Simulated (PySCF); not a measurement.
CH2O, SMILES C=O (connectivity only; charge and spin as stated), charge +1, multiplicity 2.

Geometry optimised at B3LYP-D3(BJ)/def2-TZVPD. The multiplicity is an assumed one; other spin states were not compared.

Two levels are set side by side: PBE/def2-TZVPD (PySCF) and CAM-B3LYP/def2-TZVPD (PySCF). Same geometry, gas phase. Differences are taken from unrounded values.

```
quantity                      PBE
---------------------------  ----
α-spin orbital gap (eV)      5.58
β-spin orbital gap (eV)      4.66
mean polarisability (bohr³)  12.9
```

**Question.** These are the PBE values. What does CAM-B3LYP give? (Estimate from the structure and the level; the computed values follow.)

**Answer.** 
```tsv
quantity	CAM-B3LYP	PBE minus CAM-B3LYP
α-spin orbital gap (eV)	11.58	-6.00
β-spin orbital gap (eV)	10.57	-5.91
mean polarisability (bohr³)	12.6	0.2
```

Rough cost on one machine, each run with all the roots and properties that it gave: CAM-B3LYP against PBE within a factor of 2.
